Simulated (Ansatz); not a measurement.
# C₂H₅NS: small, medium and large basis sets

Aim: see how fast density functionals converge with the basis set for C₂H₅NS.

The runs use Ansatz 0.2.0, Gaussian basis; one geometry, several basis sets.

Levels to be run: PBE0-D4/def2-SVP; ωB97M-V/def2-SVP; PBE0-D4/def2-QZVPP; ωB97M-V/def2-QZVPP; the functionals' def2-TZVPP values are taken from earlier runs.

## 1. The geometry

The geometry comes from an earlier relaxation with PBE0-D4 in a triple-zeta def2 set; it is a stationary point, not always the lowest conformer.

9 atoms, charge 0, spin multiplicity 1.

Atoms are counted from 1 here; the program's logs count them from 0.

Bond lengths: C1–C2 1.335 Å, C1–H5 1.084 Å, C1–H6 1.080 Å, C2–N3 1.384 Å, C2–S4 1.770 Å, N3–H7 1.009 Å, N3–H8 1.008 Å, S4–H9 1.340 Å. Angles: C2–C1–H5 120.3°, C2–C1–H6 121.7°, H5–C1–H6 118.0°, C1–C2–N3 125.4°, C1–C2–S4 124.1°, N3–C2–S4 110.3°, C2–N3–H7 115.2°, C2–N3–H8 114.5°, H7–N3–H8 113.1°, C2–S4–H9 95.9°.

## 2. PBE0-D4 in def2-SVP

in.yaml reads:

```yaml
crystal:
  periodic: [false, false, false]
  atoms:
    - {symbol: C, position_ang: [0.666811, 0.991187, -0.025486]}
    - {symbol: C, position_ang: [-0.166608, -0.050970, -0.051253]}
    - {symbol: N, position_ang: [0.013697, -1.203104, -0.796000]}
    - {symbol: S, position_ang: [-1.729900, -0.092739, 0.778240]}
    - {symbol: H, position_ang: [1.634195, 0.930112, -0.510584]}
    - {symbol: H, position_ang: [0.394187, 1.923434, 0.446102]}
    - {symbol: H, position_ang: [-0.224613, -2.061340, -0.322951]}
    - {symbol: H, position_ang: [0.894924, -1.252061, -1.283225]}
    - {symbol: H, position_ang: [-1.394094, 0.769182, 1.748057]}
basis:
  gaussian: {orbitals: def2-SVP}
hamiltonian: {xc: pbe0, dispersion: d4}
output: {orbitals: {seedname: orbitals}}
```

Started as:

```sh
> ansatz run in.yaml --threads 2 --pin off --events-out ev --progress --plain --max-ram 4352MiB
```

Further steps of the session: ωB97M-V in def2-SVP; PBE0-D4 in def2-QZVPP; ωB97M-V in def2-QZVPP.

Q: Predict the results of all the runs planned. Wanted: PBE0-D4: double and triple zeta above quadruple; ωB97M-V: double and triple zeta above quadruple.

**Answer**, as computed:

| quantity | value |
| --- | --- |
| PBE0-D4: double and triple zeta above quadruple | 8.47, 0.54 eV |
| ωB97M-V: double and triple zeta above quadruple | 8.62, 0.52 eV |

**Reading.** PBE0-D4 gains 7.93 eV from double to triple zeta, then 0.54 eV more. Total energies overstate the basis error of differences, where much of it tends to cancel. The LUMO of ωB97M-V is positive and keeps falling with the basis (2.63 to 1.52 eV): an unbound level that the basis holds in place.
